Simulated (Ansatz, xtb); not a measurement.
Species: HO (charge 0, doublet). SMILES: [OH]
Coordinates optimised at B3LYP-D3(BJ)/def2-TZVP (Ansatz, a first-principles code):
```xyz
2

O      0.0000     0.0000    -0.1085
H      0.0000     0.0000     0.8682
```
Charge 0, spin multiplicity 2.

Harmonic wavenumbers from GFN2-xTB (xtb, at its own minimum), cm⁻¹: 3576.

Task: Give the harmonic wavenumbers at B3LYP-D3(BJ)/def2-TZVP (Ansatz, finite differences of forces, unscaled).

Result: 3679 cm⁻¹. Zero-point energy 5.3 kcal/mol.

Task: From these and the geometry, give the ideal-gas thermochemistry at 298.15 K and 1 atm (rigid rotor, harmonic oscillator).

Result: Point group C∞v, rotational symmetry number 1. Rotational constants 558.7, 558.7 GHz. S(trans) 34.44, S(rot) 6.77, S(vib) 0.00, S(elec, spin only) 1.38, S 42.6 cal/(mol K). H(298) - H(0) 2.07 kcal/mol; G - E(el) -5.4 kcal/mol.
